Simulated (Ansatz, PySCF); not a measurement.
Process, species as SMILES: C[NH] -> C[NH-] (an electron is taken up)
Each molecule is optimised on its own at B3LYP-D3(BJ)/def2-TZVP (Ansatz, an electronic-structure program).

Quantity: adiabatic electron affinity (0 K, with B3LYP-D3(BJ) harmonic zero-point energies from PySCF), positive where the reaction releases energy, in eV. Correlated levels leave the core frozen unless marked. Open shells are spin-unrestricted. No spin-orbit coupling. Non-relativistic. Anions need diffuse functions: aug- sets have them; def2-D sets add few; the other sets have none. CBS marks a two-point X^-3 extrapolation of the correlation energy; Hartree-Fock from the larger set. [CCSD(T)-MP2]/basis is that difference in the basis named.

RI-MP2/CBS(aug-cc-pVTZ,aug-cc-pVQZ)+[CCSD(T)-MP2]/aug-cc-pVTZ (Ansatz) gives 0.49 eV.

Problem. Another calculation gave 0.37 eV. Which level was it?
A. BHLYP/def2-TZVPD (Ansatz)
B. SVWN5/def2-TZVPD (Ansatz)
C. MN15/def2-TZVPD (PySCF)
D. M06-L/def2-TZVPD (PySCF)

Solution. C, MN15/def2-TZVPD (PySCF). The others give 0.18 (M06-L), -0.04 (BHLYP), 0.74 (SVWN5) eV.
